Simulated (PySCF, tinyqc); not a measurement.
Orbital energy against energy difference: ionisation energy by orbital energies and by energy differences in the cc-pvdz basis, for CH2, spin multiplicity 1. Computed by the program tinyqc with PySCF. The cation is unrestricted; errors are against CCSD(T) in this basis, not against experiment.

Geometry (angstrom):
```
atom       x        y       z
C     0.0000   0.0000  0.0000
H     0.0000   0.9250  0.4140
H     0.0000  -0.8880  0.3970
```

CCSD(T) difference in the same basis = 9.1907 eV

IP-EOM-CCSD = 9.1534 eV

First vertical ionisation energy (eV):
```
method     -e(HOMO)  E(cation) - E  error of -e(HOMO)  error of the difference
HF            9.434        8.01916              0.243                   -1.172
PBE           5.372        9.20652             -3.819                    0.016
B3LYP         5.640        9.41840             -3.551                    0.228
PBE0          5.893        9.25964             -3.298                    0.069
CAM-B3LYP     7.379        9.41775             -1.811                    0.227
LC-wPBE       8.910        9.37955             -0.281                    0.189
```

Estimate the missing row, method = LDA.

Computed row:
```
method  -e(HOMO)  E(cation) - E  error of -e(HOMO)  error of the difference
LDA        5.949        9.25033             -3.241                    0.060
```

Koopmans errs by +0.24 eV and Delta-HF by -1.17 eV: relaxation, 1.41 eV, lowers the value and the missing correlation difference works against it. The PBE level is off by -3.8 eV through the wrong tail of its potential, though its energy difference is off by +0.02 eV; exact exchange deepens the level, and among the orbital energies HF comes closest; among the differences PBE does. The restricted reference is unstable here: a spin-polarised solution lies 0.0373 hartree lower (PySCF), so results built on it describe a poor reference.
